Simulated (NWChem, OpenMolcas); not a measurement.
A ladder of methods for C2H6S (dimethyl sulfide)

C2H6S: 9 atoms, total charge 0, spin state singlet. As SMILES, `CSC`. The coordinates come from a PBE0-D4/def2-TZVP relaxation.

Quantity: the dipole moment, in D. The values are calculated.

**The experiment to reproduce.** NIST CCCBDB gives the dipole moment of the gas as 1.50 D.

```csv
level,kind,program,value (D),computed − measured,CPU time
SVWN5/cc-pVDZ,LDA,OpenMolcas,1.50,0.00,19 s
PBE/cc-pVDZ,GGA,OpenMolcas,1.47,-0.03,26 s
revPBE/cc-pVDZ,GGA,NWChem,1.47,-0.03,80 s
M06-L/cc-pVDZ,meta-GGA,NWChem,1.57,+0.07,2.5 min
r2SCAN/cc-pVDZ,meta-GGA,NWChem,1.57,+0.07,2.3 min
B3LYP/cc-pVDZ,global hybrid,NWChem,1.46,-0.04,1.9 min
M06-2X/cc-pVDZ,hybrid meta-GGA,OpenMolcas,1.51,+0.01,35 s
CAM-B3LYP/cc-pVDZ,range-separated hybrid,NWChem,1.49,-0.01,56 s
```

Nearest: SVWN5/cc-pVDZ (0.00 D); farthest: r2SCAN/cc-pVDZ (+0.07 D). The measured dipole is a vibrational average, so differences of a few hundredths of a debye mean little. Computed less measured by kind, in D (cc-pVDZ rows): LDA +0.00; GGA -0.03 to -0.03; meta-GGA +0.07 to +0.07; global hybrid -0.04 to +0.01; range-separated hybrid -0.01. Times are those of the runs behind each value, whatever else they computed, on shared processors of several kinds: orders of magnitude only.
